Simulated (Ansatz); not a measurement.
# BH3F (doublet): wave-function methods side by side at distance B1–H4 along a hydrogen transfer = 1.194 Å, cc-pVDZ

The task here is to estimate one member of a computed series from the others.

The runs use Ansatz 0.2.0, Gaussian basis; cc-pVDZ, core rule «outside noble gas», up to 2 orbitals frozen.

The runs, in order: UHF; CCSD(T) on ROHF; CCSD(T) on UHF; BCCD(T) on ROHF; CISD; CCSDT(Q) on ROHF; CCSDT(Q) on UHF; CASSCF and MRCISD+Q, 3 electrons in 3 orbitals; CASSCF and NEVPT2, 3 electrons in 3 orbitals.

16 further runs of the same task are left out: 9 for a known fault of the program, 1 for a mislabelled method, 5 that didn't finish, 1 set aside as unsound or not needed.

## The system

The geometry derives from fragments relaxed apart (PBE0/def2-TZVP) and kept rigid, so it is no stationary point. A hydrogen atom is moved between rigid fragments.

5 atoms, charge 0, spin multiplicity 2.

Atoms are counted from 1 here; the program's logs count them from 0.

Bond lengths: B1–H2 1.193 Å, B1–H3 1.193 Å, B1–H4 1.193 Å. Angles: H2–B1–H3 120.0°, H2–B1–H4 120.0°, H3–B1–H4 120.0°.

The first run:

in.yaml

```yaml
crystal:
  periodic: [false, false, false]
  atoms:
    - {symbol: B, position_ang: [-1.554788, 0.000000, 0.000000]}
    - {symbol: H, position_ang: [-2.151522, 1.033571, 0.000000]}
    - {symbol: H, position_ang: [-2.151522, -1.033571, 0.000000]}
    - {symbol: H, position_ang: [-0.361323, 0.000000, 0.000000]}
    - {symbol: F, position_ang: [1.132212, 0.000000, 0.000000]}
basis:
  gaussian: {orbitals: cc-pVDZ}
magnetization: {spin_polarized: true, initial_magnetization: 1}
hamiltonian: {xc: hf}
output: {orbitals: {seedname: orbitals}}
```

Launch:

```bash
ansatz run in.yaml --threads 1 --pin off --events-out ev --progress --plain --max-ram 2393MiB
```

Steps of the session up to this table: UHF; CCSD(T) on ROHF; CCSD(T) on UHF; BCCD(T) on ROHF; CISD; CCSDT(Q) on ROHF; CCSDT(Q) on UHF; CASSCF and MRCISD+Q, 3 electrons in 3 orbitals; CASSCF and NEVPT2, 3 electrons in 3 orbitals.

One of the session's tables, all rows but one given; the rest of the session is left out.

```
     method  from UCCSDT(Q) (kcal/mol)
       ROHF                    +183.16
        UHF                          ?
       RMP2                     +26.35
       UMP2                     +25.91
       CISD                     +15.67
      RCCSD                      +2.86
      UCCSD                      +2.79
   RCCSD(T)                      +0.58
   UCCSD(T)                      +0.57
    BCCD(T)                      +0.62
     RCCSDT                      +0.19
     UCCSDT                      +0.18
  RCCSDT(Q)                      +0.01
  UCCSDT(Q)                          0
CASSCF pair                    +173.52
NEVPT2 pair                     +24.80
```

**Question.** Estimate the row for UHF.

**Answer.** from UCCSDT(Q) (kcal/mol): +179.56. In the column «from UCCSDT(Q) (kcal/mol)» it lies between CASSCF pair (+173.52) and ROHF (+183.16).

Not comparable, so not listed: CASSCF and MRCISD+Q, 3 electrons in 3 orbitals (they don't share determinant, frozen orbitals or solution with the rows shown, or repeat one).

To keep in mind: Restricted and unrestricted rows rest on different reference determinants; where their highest levels disagree by more than a few hundredths of an eV, they describe different states and don't form one ladder. Warnings in the runs' records: passed over end.
